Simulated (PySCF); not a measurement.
Dipole moment and polarisability of `[C-]#[S+]`

Compound: CS.
Cartesian coordinates in Å at the PBE0-D3(BJ)/def2-TZVP level; atoms count from 1:
```xyz
2
CS angstrom
C     -0.6968   -0.2988    0.0713
S      0.7143    0.2700   -0.0835
```

Level: CAM-B3LYP/aug-cc-pVTZ (PySCF), static field, nuclei fixed, core orbitals frozen in the response. The polarisability tensor in these axes (au):

```
x   35.44  4.63 -1.26
y    4.63 25.81 -0.51
z   -1.26 -0.51 24.08
```

Task: What are the eigenvalues, a third of the trace, and Δα (Δα² = ½Σ(αi − αj)² over the three pairs)?

Result: Principal values 23.94, 23.94 and 37.45 au; mean 28.44 au = 4.21 Å³ = 4.69 × 10⁻⁴⁰ C²·m²/J; Δα = 13.51 au (47 % of the mean).

Task: What is the dipole moment, and where does it point?

Result: (1.80, 0.73, -0.20) D, 1.96 D in size, pointing from the negative to the positive side. Measured along this direction, the outermost atoms are C1 at the negative end and S2 at the positive end.

Task: Rayleigh depolarisation ratio (linearly polarised light, static tensor)?

Result: ρ = 3Δα²/(45ᾱ² + 4Δα²) = 547.2/(36406 + 729.5) = 0.0147.

Task: Find the Langevin capture rate constant for NH4+ (18.034 u) meeting this molecule (43.972 u), k = 2.342 × 10⁻⁹ cm³/s × √(α in Å³ / reduced mass in u).

Result: The reduced mass is 12.79 u, so k = 1.34 × 10⁻⁹ cm³/s. The formula leaves out the permanent dipole, which adds to the capture rate.

Task: In a dilute gas of rigid molecules at 298 K, how does the orientational term μ²/3kT compare with the electronic polarisability?

Result: In Gaussian units μ²/3kT = 30.97 Å³ against 4.21 Å³, a ratio of 7.35; the Debye molar polarisation (4π/3)N_A(α + μ²/3kT) is 88.8 cm³/mol, leaving out the vibrational part.

Task: What molar refraction does this α imply?

Result: Lorentz–Lorenz: R = (4π/3)N_A α = 2.5225 cm³/(mol·Å³) × 4.21 Å³ = 10.6 cm³/mol, in the limit of long wavelengths.

Task: What would n − 1 = 2πNα be for an ideal gas of these molecules at 298.15 K and 1 atm, electronic part alone?

Result: N = p/kT = 2.4615 × 10¹⁹ cm⁻³, so n − 1 = 2π × N × 4.21 × 10⁻²⁴ cm³ = 652 × 10⁻⁶ at long wavelengths.

Isolated species at its PBE0-D3(BJ)/def2-TZVP geometry, gas phase.
